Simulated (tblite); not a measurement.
Species: C₅H₁₁P.
SMILES with atom numbers: `[CH3:1][C@@H:2]1[CH2:3][CH2:4][CH2:5][PH:6]1` (hydrogens: H7, H8, H9 on C1; H10 on C2; H11, H12 on C3; H13, H14 on C4; H15, H16 on C5; H17 on P6)

Cartesian coordinates in Å at the GFN2-xTB level; atoms count from 1:
```xyz
17
C5H11P angstrom
C      2.0946   -0.2749   -0.6084
C      0.8850    0.3502    0.0791
C      0.0250   -0.6957    0.8026
C     -1.4198   -0.2115    0.7907
C     -1.6987    0.2168   -0.6449
P     -0.2303    1.2313   -1.1721
H      1.7756   -0.9711   -1.3826
H      2.7084    0.4936   -1.0739
H      2.7054   -0.8159    0.1131
H      1.2368    1.1039    0.7920
H      0.3848   -0.8597    1.8192
H      0.0868   -1.6442    0.2640
H     -1.5270    0.6452    1.4606
H     -2.1088   -0.9921    1.1179
H     -1.7678   -0.6559   -1.3007
H     -2.6179    0.7930   -0.7542
H     -0.5392    2.2988   -0.3123
```

Calculated harmonic vibrations of the isolated species, GFN2-xTB (tblite), most abundant isotopes, no scaling. Against measured fundamentals such values can be off by several per cent, at times by over 20. Modes of hydrogen on phosphorus can be 10 to 20 % off. One conformer, not necessarily the lowest.

Harmonic wavenumbers (cm⁻¹): 67.6, 218.0, 261.5, 272.4, 380.3, 435.6, 513.6, 645.0, 693.7, 754.0, 834.5, 871.1, 891.7, 924.4, 979.9, 985.0, 1020.7, 1061.9, 1078.0, 1114.9, 1130.4, 1171.5, 1199.7, 1244.4, 1253.8, 1278.2, 1315.6, 1332.3, 1411.1, 1451.3, 1482.4, 1491.9, 1497.1, 1500.2, 2220.5, 2916.1, 2947.0, 2960.4, 2974.1, 2977.4, 2986.2, 2987.9, 3011.6, 3017.5, 3029.8.

A = 3874, B = 2807, C = 1855 MHz; mass 102.060 u (most abundant isotopes); point group C1, symmetry number 1.

Task: What is the zero-point energy?

Result: ½Σν̃ = 32396 cm⁻¹ = 92.62 kcal/mol.

Task: Entropy at 350 K, 1 bar (ideal gas, RRHO, classical rotation)?

Result: Translation 40.60, rotation 27.65, vibration 17.93: S = 86.2 cal/(mol K).

Task: And Cp and H(350 K) − H(0)?

Result: Cp = 32.80 cal/(mol K), of which vibrations give 24.85 (their classical limit is 45 R = 89.4); H(350 K) − H(0) = 6.46 kcal/mol without the zero-point energy, 3.67 from vibrations.

Task: How do the functions run with temperature in this model?

Result: 
```tsv
T (K)	S (cal/(mol K))	Cp (cal/(mol K))	H − H(0) (kcal/mol)	G − H(0) (kcal/mol)	ln q(vib)
150	67.0	15.8	1.69	-8.36	1.09
250	76.8	23.6	3.64	-15.56	2.32
298.15	81.3	28.0	4.88	-19.36	2.98
400	90.9	37.3	8.21	-28.13	4.51
600	109.0	52.4	17.27	-48.14	7.87
900	133.3	67.1	35.38	-84.58	13.17
```

q(vib) and H(0) count from the zero-point level.

Task: Blend soft modes into free rotors: weight 1/[1 + (100 cm⁻¹/ν̃)⁴] for the oscillator and the rest for a rotor with moment μB/(μ + B), μ = h/(8π²ν), B = 10⁻⁴⁴ kg m². What vibrational entropy results?

Result: 17.00 cal/(mol K) in place of 17.93, which changes −T·S at 350 K by +0.33 kcal/mol.

Task: Which modes carry the vibrational entropy at 350 K?

Result: 67.6 cm⁻¹: 4.54; 218.0 cm⁻¹: 2.27; 261.5 cm⁻¹: 1.94; 272.4 cm⁻¹: 1.86; 380.3 cm⁻¹: 1.29; 435.6 cm⁻¹: 1.08 cal/(mol K); the other 39 give 4.95 together.

Hindered rotation and anharmonicity are outside this model. Other conformers, if any are populated, would add a mixing term that is left out. The structure is chiral; the term R ln 2 for an equal mix with its mirror image is left out.
